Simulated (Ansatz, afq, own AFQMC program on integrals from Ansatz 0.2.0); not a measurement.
**GeH3, doublet: a scan with AFQMC**

```yaml
atoms:
  - { symbol: Ge, position_ang: [0.0000, 0.0000, -0.0187] }
  - { symbol: H, position_ang: [1.4650, 0.0169, 0.4526] }
  - { symbol: H, position_ang: [-0.7483, 1.2611, 0.4484] }
  - { symbol: H, position_ang: [-0.7191, -1.2778, 0.4488] }
```

The Ge1–H3 distance is changed with both sides rigid. Energies in eV count from this geometry (1.539 Å) at the same level; the start stands on UHF, each point on the determinant named.

Basis 6-31G. Noble-gas cores (and the filled d shells of Ga–Kr and In–Xe) are frozen. AFQMC by an in-house program on the Cholesky factors that Ansatz 0.2.0 writes for its CCSD(T) run. ph-AFQMC/CISD is guided by a CISD state made of CCSD amplitudes; releasing the constraint for a short imaginary time cuts its bias at the price of noise, slowly where states lie close. Uncertainties: one standard error, sampling alone. No spin–orbit coupling.

Cautions, each for one point or more: an unrestricted solution with more broken spin lies lower, while this determinant keeps restricted orbitals; inner d shell frozen; no relativity below Rb; no spin-orbit coupling.

```
r(Ge1–H3) / Å  det.     T1  weight  ⟨S²⟩     HF   CCSD  CCSD(T)
        1.256   UHF  0.008    0.95  0.75  1.048  1.132    1.135
        1.908   UHF  0.011    0.93  0.75  0.734  0.545    0.538
        5.304   UHF  0.010    0.94  0.75  2.628  2.774    2.780
```

Q: Estimate the curve of full CI, counted from the same start.

A: 
| r(Ge1–H3) / Å | det. | T1 | weight | ⟨S²⟩ | FCI | ph-AFQMC/CISD | released AFQMC |
| --- | --- | --- | --- | --- | --- | --- | --- |
| 1.256 | UHF | 0.008 | 0.95 | 0.75 | 1.137 | 1.137 ± 0.0009 | 1.137 ± 0.0004 |
| 1.908 | UHF | 0.011 | 0.93 | 0.75 | 0.533 | 0.535 ± 0.002 | 0.533 ± 0.0007 |
| 5.304 | UHF | 0.010 | 0.94 | 0.75 | 2.782 | 2.783 ± 0.0009 | 2.781 ± 0.0008 |

Weight is that of the determinant in the CISD state; at the start T1 is 0.009 and the weight 0.95, and ⟨S²⟩ is 0.75. Largest departures from full CI: CCSD(T) 0.004 eV at 1.908 (on UHF), ph-AFQMC/CISD 0.001 eV at 1.908 (on UHF) (within the noise), released AFQMC -0.001 eV at 5.304 (on UHF) (within the noise), HF 0.200 eV at 1.908 (on UHF), CCSD 0.012 eV at 1.908 (on UHF).

A walk keeps the symmetry of its determinant, which the program's search chose and which needn't be the lowest solution, so a lower state of the same spin and another symmetry isn't excluded. Released energies are given only where the last usable release times agree within the noise; a slower fall can still hide under it.
